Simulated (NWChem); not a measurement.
# N

```
N
```
Charge 0, spin multiplicity 4.

All runs are NWChem calculations.

The correlated methods keep 1 core orbital frozen. No SCF solution was tested for a lower state.

Worked example. A B2PLYP run in cc-pVDZ ends its self-consistent part (53 % exact exchange, 47 % B88, 73 % LYP) at -54.52621 Ha, and second-order perturbation theory on those orbitals gives -0.08342 Ha unscaled.

The perturbative term enters with the weight 0.27: -54.52621 + 0.27·(-0.08342) = -54.54873 Ha is the total energy.
